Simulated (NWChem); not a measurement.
System: C2H4 cation, doublet; SMILES of the neutral closed-shell parent C=C

Input file for NWChem:

```
start job
memory heap 200 mb stack 900 mb global 1100 mb
charge 1
geometry units angstroms noautosym nocenter noautoz
  C      0.000000     0.700545     0.000000
  C      0.000000    -0.700545     0.000000
  H      0.911362     1.264661    -0.210395
  H     -0.911362     1.264661     0.210395
  H     -0.911362    -1.264661    -0.210395
  H      0.911362    -1.264661     0.210395
end
basis spherical
  * library aug-cc-pvtz-j
end
dft
  odft
  mult 2
  xc xpbe96 cpbe96
  iterations 150
  semidirect filesize 400000000
end
property
  hyperfine
end
task dft property
```

In the optimisation the excess spin sits in b1 (D2, its own frame). The geometry was optimised at B3LYP/6-31G* (spherical d), spin-unrestricted. The spin multiplicity was typed, not searched, and may not be the lowest. No stability test was run on the SCF state.

Fermi-contact couplings, non-relativistic, static geometry.

Atoms are numbered as in the input.

Question: What results follow from this input? (PBE/aug-cc-pVTZ-J, spin-unrestricted, contact and dipolar terms.) Quantities: A(iso) 13C atom 2 (MHz); A(iso) 1H atom 6 (MHz); <S²>.

Answer: 
| Quantity | Value |
|---|---|
| A(iso) 13C atom 2 (MHz) | 18.3 |
| A(iso) 1H atom 6 (MHz) | 11.1 |
| <S²> | 0.754 |
